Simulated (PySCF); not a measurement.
SMILES O=C (CH2O), PBE/def2-SVP optimised geometry.

```
4

C     -0.30     0.00     0.00
O      0.91     0.00     0.00
H     -0.91     0.95     0.00
H     -0.91    -0.95     0.00
```

Density from PBE/def2-TZVP (PySCF) at that geometry.

Minimum of the electron density along straight lines between bonded atoms, close to the bond critical point (lines longer than 1.1 times the sum of covalent radii, or with two minima, are not listed):

```json
[
 {"bond": "C1–O2", "length / Å": "1.208", "ρ at the minimum / e bohr⁻³": "(withheld)", "∇²ρ there / e bohr⁻⁵": "(withheld)", "position (fraction from the first atom)": "0.34"},
 {"bond": "C1–H3", "length / Å": "1.133", "ρ at the minimum / e bohr⁻³": "0.262", "∇²ρ there / e bohr⁻⁵": "-0.87", "position (fraction from the first atom)": "0.65"},
 {"bond": "C1–H4", "length / Å": "1.133", "ρ at the minimum / e bohr⁻³": "0.262", "∇²ρ there / e bohr⁻⁵": "-0.87", "position (fraction from the first atom)": "0.65"}
]
```

Problem. What belongs in the gaps?

Solution. 
- C1–O2, ρ at the minimum / e bohr⁻³: 0.419
- C1–O2, ∇²ρ there / e bohr⁻⁵: -0.04
